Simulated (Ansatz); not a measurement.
Lutetium, hcp: convergence with Methfessel-Paxton smearing

Computed with Ansatz, LDA, scalar-relativistic PAW, on the relaxed cell (a = 3.382 Å, c = 5.252 Å (c/a = 1.553); spin not included). Errors count from a run at 420 eV on a Γ-centred 18×18×10 mesh with Fermi-Dirac smearing of 0.1 eV, extrapolated to zero width. Fixed here: cutoff 420 eV, mesh 11×11×6. The SCF starts from atomic densities corrected by a trained network.

| width (eV) | E(σ→0) error (meV/atom) | F error (meV/atom) | P (GPa) | SCF iterations |
| --- | --- | --- | --- | --- |
| 0.01 | -3.5 | -3.5 | -0.35 | 8 |
| 0.03 | -3.5 | -3.5 | -0.34 | 8 |
| 0.1 | -3.5 | -3.2 | -0.27 | 8 |
| 0.2 | -2.4 | -1.6 | -0.22 | 8 |
| 0.3 | -0.6 | -1.2 | -0.15 | 8 |
| 0.6 | -3.5 | -10.9 | -0.04 | 8 |
| 1.0 | -20.6 | -29.4 | 0.02 | 8 |
